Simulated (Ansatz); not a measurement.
A made-up structure of C2H5Si (charge +1), singlet:

```csv
atom,x (Å),y (Å),z (Å)
C1,-0.9100,0.8747,-0.7813
C2,0.2014,0.6858,0.2255
Si3,0.7726,-1.1807,0.6372
H4,-1.4552,-0.0614,-1.3368
H5,-1.3116,1.9833,-1.0830
H6,0.7236,1.6451,0.7613
H7,1.9717,-1.5266,1.7150
H8,0.0076,-2.4202,-0.1378
```

It is relaxed with PBE-D4/def2-SVP and then PBE0-D4/def2-TZVP (Ansatz 0.2.0). Atoms count as bonded within 1.22 times the sum of their covalent radii (H–H: 0.88 Å). The end point is not checked to be a true minimum.

(1) Does its bonding change? (Judge from chemistry; the calculation decides.)

Answers

(1) The calculation gives: No: no bond forms or breaks.

Where it ends: The first stage lowers the energy by 1.65 eV in 7 steps. It ends as C₂H₅Si ([CH2][CH][SiH2]), total charge +1:
```
atom    x (Å)    y (Å)    z (Å)
  C1  -0.8126   0.7810  -0.6977
  C2   0.1796   0.6119   0.2013
 Si3   0.6901  -1.0545   0.5692
  H4  -1.2999  -0.0542  -1.1940
  H5  -1.1709   1.7712  -0.9669
  H6   0.6456   1.4686   0.6793
  H7   1.7609  -1.3627   1.5315
  H8   0.0072  -2.1613  -0.1228
```

Labels in which every atom is bracketed show which atoms are joined, not bond orders.

For scale, one of the runs: PBE0-D4/def2-TZVP relaxation, 129 basis functions, launched by `ansatz run in.yaml --threads 2 --pin off --events-out ev --progress --plain --max-ram 4352MiB`. Hardware: 2 CPU threads of an Arm Neoverse V2, shared host. Wall time about 11 s.
